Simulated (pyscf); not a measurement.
This saddle point was located with ωB97X-D3(BJ)/def2-SVP in PySCF.

```xyz
6

F      0.2647    -0.3203     1.2044
B     -0.8316    -0.3196     0.4752
F     -1.6005    -1.3883     0.4902
H     -1.4362     1.0201     0.0472
F     -1.4733     1.7678    -0.9805
H     -0.9351     0.6495    -0.7054
```
Charge 0, spin multiplicity 1.

Surface: singlet, charge 0. Lowest wavenumbers (cm⁻¹): 2761i, 123, 335, 380, 426.

Problem. What reaction is this the transition state of?

Solution. F–BH–F + hydrogen fluoride (HF) <-> F–BH–F + hydrogen fluoride (HF), a four-centre exchange read from left to right: B–H, F–H broken and B–H, F–H formed. At CCSD(T)/def2-TZVPP + ΔMP2(QZVPP) it lies +78.5 kcal/mol from the left side and +78.5 kcal/mol from the right (each side as separated species at their lowest minima found). Another saddle between the same species, by other bonds, lies lower (17.2 kcal/mol against 73.9 kcal/mol at ωB97M-D3(BJ)). The CCSD(T) − MP2 part came from Ansatz, without density fitting, on the same reference.
